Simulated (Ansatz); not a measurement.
The same path of C2HClF2O (7 atoms, charge 0, multiplicity 1) was run twice with different band settings. Lost on the way: O4–C5, C5–H7. Made: O4–H7.

These are results of RKS r2SCAN/def2-SVP in Ansatz 0.2.0, not measurements.

Relaxed end points:

```xyz
7
Properties=species:S:1:pos:R:3
F -0.360 -1.251 1.209
C -0.107 -0.729 0.016
F -0.624 -1.513 -0.928
O 1.158 -0.268 -0.206
C 0.082 0.698 -0.177
Cl 0.036 1.806 1.175
H -0.124 1.188 -1.136
```

```xyz
7
Properties=species:S:1:pos:R:3
F 0.207 -1.082 1.109
C -0.067 -0.405 -0.016
F -1.037 -1.099 -0.670
O 1.092 -0.332 -0.734
C -0.534 1.035 0.081
Cl -0.522 1.567 1.681
H 0.921 0.248 -1.496
```

Common settings: movable images 5; climbing image yes; optimiser quadratic models (default); start path through a guess of the saddle point; force threshold 0.05 eV/Å; iteration limit 60; end points relaxed.

| run | spring |
| --- | --- |
| 1 | 5.0 eV/Å² |
| 2 | 50.0 eV/Å² |

(1) What does each run give, and how far can it be trusted?

Results:

(1) Run 1: converged after 11 iterations, highest image 2.678 eV above the first end. A vibrational analysis at the climbing image gives one clearly imaginary mode, 1347i cm⁻¹: a first-order saddle point.
Run 2: converged after 12 iterations, highest image 2.678 eV above the first end. Another band between the same ends (5 images) ends at a top of the same energy, where a vibrational analysis finds 1 clearly imaginary mode.
The orbitals stay closed-shell, which can raise the energy where a bond breaks towards radicals; this wasn't checked here.
